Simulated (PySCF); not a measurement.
# HF: the SCF solver's settings

Aim: find out which solver settings change the answer for HF.

Program: PySCF 2.14.0. Level of theory: each script names its method and basis. These are calculated values, not measurements.

1 further run of the same task is left out (it didn't finish).

### Step 1. Starting geometry

HF: 2 atoms, charge 0, spin multiplicity 1.

Bond lengths: H1–F2 0.935 Å.

### Step 2. Base script

File input.py:

```python
from pyscf import gto, scf, cc

mol = gto.M(
    atom='H 0 0 0; F 0 0 0.935',
    basis='sbkjc',
    ecp={'F': 'sbkjc'},
    charge=0,
    spin=0,
    verbose=3,
)
mf = scf.RHF(mol)
mf.kernel()
mycc = cc.CCSD(mf)
mycc.kernel()
mycc.ccsd_t()
mf.dip_moment()
print('orbital energies (hartree):', mf.mo_energy[..., max(0, mol.nelec[1]-3):mol.nelec[0]+3].round(4))
```

Run with:

```bash
$ OMP_NUM_THREADS=1 python input.py
```

Its log is not repeated here.

In short: E(SCF) = -24.422246 Eh, E(CCSD) − E(SCF) = -0.10838 Eh, (T) = -0.00164 Eh, μ = 2.40 D (of the SCF density).

The bond length is a typed value, not an optimised one.

### Step 3. DIIS space off

Variant 1 changes DIIS space: default → off.

input.py: that of step 2 with these lines changed.

```diff
@@ -11,2 +11,3 @@
 mf = scf.RHF(mol)
+mf.diis = False
 mf.kernel()
```

Run with:

```bash
$ OMP_NUM_THREADS=1 python input.py
```

Output:

```text
converged SCF energy = -24.4222459455636
E(CCSD) = -24.53062327136724  E_corr = -0.1083773258036537
CCSD(T) correction = -0.00164370240349217
Dipole moment(X, Y, Z, Debye):  0.00000,  0.00000, -2.40327
orbital energies (hartree): [-0.7481 -0.6429 -0.6429  0.1993  0.9391  0.9391]
```

Run time: 1.2 s. Hardware: 1 thread of Intel Xeon Platinum 8175M at 2.50GHz, shared host.

Result: E(SCF) = -24.422246 Eh (no change), E(CCSD) − E(SCF) = -0.10838 Eh, (T) = -0.00164 Eh, μ = 2.40 D (of the SCF density).

### Step 4. Point-group symmetry on

Variant 2 changes point-group symmetry: off → on.

input.py: that of step 2 with these lines changed.

```diff
@@ -8,2 +8,3 @@
     spin=0,
+    symmetry=True,
     verbose=3,
```

Run with:

```bash
$ OMP_NUM_THREADS=1 python input.py
```

Output:

```text
converged SCF energy = -24.4222459455929
E(CCSD) = -24.5306233358842  E_corr = -0.1083773902913279
CCSD(T) correction = -0.00164362636699991
Dipole moment(X, Y, Z, Debye):  0.00000,  0.00000, -2.40328
orbital energies (hartree): [-0.7481 -0.6429 -0.6429  0.1993  0.9391  0.9391]
```

Run time: 1.1 s. Hardware: 1 thread of Intel Xeon Platinum 8175M at 2.50GHz, shared host.

This run: E(SCF) = -24.422246 Eh (no change), E(CCSD) − E(SCF) = -0.10838 Eh, (T) = -0.00164 Eh, μ = 2.40 D (of the SCF density).

### Step 5. Convergence threshold 1e-11 hartree

Variant 3 changes convergence threshold: default → 1e-11 hartree.

input.py: that of step 2 with these lines changed.

```diff
@@ -11,2 +11,3 @@
 mf = scf.RHF(mol)
+mf.conv_tol = 1e-11
 mf.kernel()
```

Run with:

```bash
$ OMP_NUM_THREADS=1 python input.py
```

Output:

```text
converged SCF energy = -24.4222459455929
E(CCSD) = -24.53062333562959  E_corr = -0.1083773900367213
CCSD(T) correction = -0.00164362652891324
Dipole moment(X, Y, Z, Debye): -0.00000,  0.00000, -2.40328
orbital energies (hartree): [-0.7481 -0.6429 -0.6429  0.1993  0.9391  0.9391]
```

Run time: 1.2 s. Hardware: 1 thread of Intel Xeon Platinum 8175M at 2.50GHz, shared host.

This run: E(SCF) = -24.422246 Eh (no change), E(CCSD) − E(SCF) = -0.10838 Eh, (T) = -0.00164 Eh, μ = 2.40 D (of the SCF density).

### Step 6. Second-order solver on

Variant 4 changes second-order solver: off → on.

input.py: that of step 2 with these lines changed.

```diff
@@ -11,2 +11,3 @@
 mf = scf.RHF(mol)
+mf = mf.newton()
 mf.kernel()
```

Run with:

```bash
$ OMP_NUM_THREADS=1 python input.py
```

Output:

```text
converged SCF energy = -24.4222459455881
E(CCSD) = -24.53062332293842  E_corr = -0.1083773773503292
CCSD(T) correction = -0.00164364081661482
Dipole moment(X, Y, Z, Debye): -0.00000, -0.00000, -2.40329
orbital energies (hartree): [-0.7481 -0.6429 -0.6429  0.1993  0.9391  0.9391]
```

It took 1.7 s on 1 thread of Intel Xeon Platinum 8175M at 2.50GHz, shared host.

Result: E(SCF) = -24.422246 Eh (no change), E(CCSD) − E(SCF) = -0.10838 Eh, (T) = -0.00164 Eh, μ = 2.40 D (of the SCF density).

### Step 7. Initial guess hcore

Variant 5 changes initial guess: minao → hcore.

input.py: that of step 2 with these lines changed.

```diff
@@ -11,2 +11,3 @@
 mf = scf.RHF(mol)
+mf.init_guess = 'hcore'
 mf.kernel()
```

Run with:

```bash
$ OMP_NUM_THREADS=1 python input.py
```

Output:

```text
converged SCF energy = -24.4222459455912
E(CCSD) = -24.53062332132403  E_corr = -0.1083773757328287
CCSD(T) correction = -0.00164364336520126
Dipole moment(X, Y, Z, Debye): -0.00000, -0.00000, -2.40328
orbital energies (hartree): [-0.7481 -0.6429 -0.6429  0.1993  0.9391  0.9391]
```

It took 1.2 s on 1 thread of Intel Xeon Platinum 8175M at 2.50GHz, shared host.

This run: E(SCF) = -24.422246 Eh (no change), E(CCSD) − E(SCF) = -0.10838 Eh, (T) = -0.00164 Eh, μ = 2.40 D (of the SCF density).

### Step 8. All runs together

```csv
run,E(SCF) (hartree),from base (eV),SCF dipole (D),after the SCF
base,-24.422246,0,2.40,CCSD(T) correlation -2.994 eV
DIIS space off,-24.422246,0.0000,2.40,CCSD(T) correlation -2.994 eV
point-group symmetry on,-24.422246,0.0000,2.40,CCSD(T) correlation -2.994 eV
convergence threshold 1e-11 hartree,-24.422246,0.0000,2.40,CCSD(T) correlation -2.994 eV
second-order solver on,-24.422246,0.0000,2.40,CCSD(T) correlation -2.994 eV
initial guess hcore,-24.422246,0.0000,2.40,CCSD(T) correlation -2.994 eV
```

Wall time on 1 thread of Intel Xeon Platinum 8175M at 2.50GHz, shared host, start-up included: base 1.2 s; DIIS space off 1.2 s; point-group symmetry on 1.1 s; convergence threshold 1e-11 hartree 1.2 s; second-order solver on 1.7 s; initial guess hcore 1.2 s.

The SCF energy stays the same, to the digits that matter, with DIIS space off or point-group symmetry on or convergence threshold 1e-11 hartree or second-order solver on or initial guess hcore.
